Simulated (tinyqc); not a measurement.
A ladder of methods, and size consistency: correlation methods against full CI in the sto-3g basis, for H2O, spin multiplicity 1. Computed by the program tinyqc with PySCF. Command: `OMP_NUM_THREADS=1 python tinyqc.py 113139 113140 out.jsonl`; one thread of a shared host (Intel(R) Xeon(R) Processor @ 2.60GHz), about 2 s.

Geometry (angstrom):
```
atom       x        y       z
O     0.0000   0.0000  0.0000
H     0.0000   0.8520  0.6330
H     0.0000  -0.8620  0.6400
```

RHF energy of one = -74.951052 hartree

All electrons correlated; +Q is the Davidson correction (1 - c0^2) E_corr. The last columns treat two copies 100 angstrom apart as one system. FCI is the lowest singlet.

Correlation energies (hartree):
```
method   E_corr of one  share of FCI (%)  E_corr of two at 100 angstrom  two minus twice one (mhartree)
MP2           -0.04525            69.588                       -0.09051                           0.000
CISD          -0.06361            97.810                       -0.12256                           4.655
CISD+Q        -0.06612           101.679                       -0.13119                           1.059
CCSD          -0.06483            99.697                       -0.12967                           0.000
CCSD(T)       -0.06493            99.849                       -0.12986                           0.000
FCI           -0.06503           100.000                              -                               -
```

MP2 recovers 70 %, CISD 97.8 % and CCSD 99.7 % of the FCI value (c0^2 = 0.960 in CISD). MP2 and coupled cluster are size consistent, so their last column vanishes; CISD loses 4.66 mhartree, since a double excitation on each copy is a quadruple of the pair, and the Davidson correction leaves +1.06.
